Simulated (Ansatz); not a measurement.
**doublet COS(+): levels of theory in one basis**

```xyz
3

O     0.0000   -0.0003   -1.4018
C     0.0000   -0.0001   -0.1810
S     0.0000    0.0004    1.5829
```

Basis set: def2-SVP (spherical functions). Correlated methods keep 7 orbitals frozen. Correlation on ROHF uses semicanonical orbitals with singles. Charge 1, multiplicity 2.

Computed with Ansatz (development build ahead of 0.2.0); each method stands on the lowest determinant of its kind that the runs found.

```
      method  E − E(ROHF) (eV)  <S²> of the determinant
        ROHF              0.00                     0.75
         UHF             -0.29                     1.00
     UHF-MP2            -10.97                     1.00
ROHF-CCSD(T)            -12.52                        –
 UHF-CCSD(T)            -12.49                     1.00
```

(1) What does ROHF-MP2 give on the same scale?

## Answers

(1) -11.71 eV.

Caution for UHF, UHF-MP2, UHF-CCSD(T): the unrestricted determinant is spin contaminated.
